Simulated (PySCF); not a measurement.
# SiH2Cl2 (dichlorosilane (DCS)): M06-2X/STO-6G

What is the vertical ionisation energy of SiH2Cl2 (dichlorosilane (DCS)) at M06-2X/STO-6G? The job is set up through a Python script.

Program for the calculation: PySCF 2.14.0.

11 further runs of the same task are left out: 11 set aside as unsound or not needed.

## 1. The molecule

SiH2Cl2: 5 atoms, total charge 0, spin state singlet. As SMILES, `Cl[SiH2]Cl`. The shape is that of a PBE0-D4/def2-TZVP optimisation.

Bond lengths: Cl1–Si2 2.040 Å, Si2–Cl3 2.040 Å, Si2–H4 1.476 Å, Si2–H5 1.476 Å. Angles: Cl1–Si2–Cl3 110.1°, Cl1–Si2–H4 108.5°, Cl1–Si2–H5 108.5°, Cl3–Si2–H4 108.5°, Cl3–Si2–H5 108.5°, H4–Si2–H5 112.7°.

## 2. A single-point energy at M06-2X/STO-6G

job.py

```python
from pyscf import gto, dft

mol = gto.M(
    atom=[
    ('Cl', (-1.036100, -0.393400, 1.609300)),
    ('Si', (0.136800, -0.071700, -0.028900)),
    ('Cl', (-0.799200, 1.196800, -1.324000)),
    ('H', (0.352000, -1.362200, -0.711200)),
    ('H', (1.396500, 0.556600, 0.413400)),
],
    charge=0,
    spin=0,
    verbose=3,
    max_memory=1860,
    basis='sto-6g',
)

calc0 = dft.RKS(mol, xc='m06-2x')
calc0.conv_tol = 1e-10
calc0.grids.level = 5
calc0.kernel()
if not calc0.converged:
    calc0 = calc0.newton().run(calc0.mo_coeff, calc0.mo_occ)

e_tot = calc0.e_tot
print('E(%s) = %.9f' % ('M06-2X', e_tot))
```

Command:

```console
$ OMP_NUM_THREADS=1 python job.py
```

Standard output:

```text
converged SCF energy = -1206.87223004447
E(M06-2X) = -1206.872230044
```

It took 5.7 s on 1 thread of Arm Neoverse V2, shared host; peak memory 0.24 GiB.

## 3. The doublet cation, same level

calc.py

```python
from pyscf import gto, dft

mol = gto.M(
    atom='''
Cl    -1.036100    -0.393400     1.609300
Si     0.136800    -0.071700    -0.028900
Cl    -0.799200     1.196800    -1.324000
H      0.352000    -1.362200    -0.711200
H      1.396500     0.556600     0.413400
''',
    basis='sto-6g',
    verbose=4,
    max_memory=1860,
    charge=1,
    spin=1,
)

myscf = dft.UKS(mol, xc='m06-2x')
myscf.conv_tol = 1e-10
myscf.grids.level = 5
myscf.kernel()
if not myscf.converged:
    myscf = myscf.newton().run(myscf.mo_coeff, myscf.mo_occ)

etot = myscf.e_tot
print('E(%s) = %.9f' % ('M06-2X', etot))
```

Command:

```console
$ OMP_NUM_THREADS=1 python calc.py
```

Standard output:

```text
PySCF version 2.14.0

[INPUT] num. atoms = 5
[INPUT] num. electrons = 49
[INPUT] charge = 1
[INPUT] spin (= nelec alpha-beta = 2S) = 1
[INPUT] symmetry False subgroup None
[INPUT] Mole.unit = angstrom
[INPUT] Symbol           X                Y                Z      unit          X                Y                Z       unit  Magmom
[INPUT]  1 Cl    -1.036100000000  -0.393400000000   1.609300000000 AA   -1.957945237662  -0.743418257404   3.041136252263 Bohr   0.0
[INPUT]  2 Si     0.136800000000  -0.071700000000  -0.028900000000 AA    0.258514533841  -0.135493363131  -0.054613085000 Bohr   0.0
[INPUT]  3 Cl    -0.799200000000   1.196800000000  -1.324000000000 AA   -1.510269118752   2.261624225879  -2.501997388924 Bohr   0.0
[INPUT]  4 H      0.352000000000  -1.362200000000  -0.711200000000 AA    0.665183595847  -2.574184926883  -1.343973219791 Bohr   0.0
[INPUT]  5 H      1.396500000000   0.556600000000   0.413400000000 AA    2.639002532955   1.051821560933   0.781212779895 Bohr   0.0

nuclear repulsion = 191.96342107857
number of shells = 17
number of NR pGTOs = 174
number of NR cGTOs = 29
basis = sto-6g
ecp = {}

[... 80 lines left out ...]
converged SCF energy = -1206.48582100633  <S^2> = 0.75314831  2S+1 = 2.0031458
E(M06-2X) = -1206.485821006
```

It took 13 s on 1 thread of Arm Neoverse V2, shared host; peak memory 0.26 GiB.

## 4. What came out

Level: M06-2X/STO-6G.

```
                                          quantity           value
                     singlet SiH2Cl2: total energy  -1206.87223 Eh
                    singlet SiH2Cl2: dipole moment          2.75 D
                      singlet SiH2Cl2: HOMO energy        -8.64 eV
                      singlet SiH2Cl2: LUMO energy         4.02 eV
                    singlet SiH2Cl2: HOMO–LUMO gap        12.66 eV
                      doublet cation: total energy  -1206.48582 Eh
doublet cation: HOMO energy (highest over α and β)       -15.24 eV
 doublet cation: LUMO energy (lowest over α and β)       -12.37 eV
                              doublet cation: ⟨S²⟩           0.753
vertical ionisation energy (to the doublet cation)       10.515 eV
```

The vertical ionisation energy comes to 10.51 eV (242 kcal/mol). The negative HOMO energy of the first species, 8.64 eV, lies 1.88 eV below that difference. In a minimal basis such a difference can be off by several eV, whatever the method. Mulliken charges (singlet SiH2Cl2) run from -0.32 on Cl1 to +0.79 on Si2; they depend strongly on the basis. Mulliken charges (doublet cation) run from +0.02 on Cl3 to +0.83 on Si2.
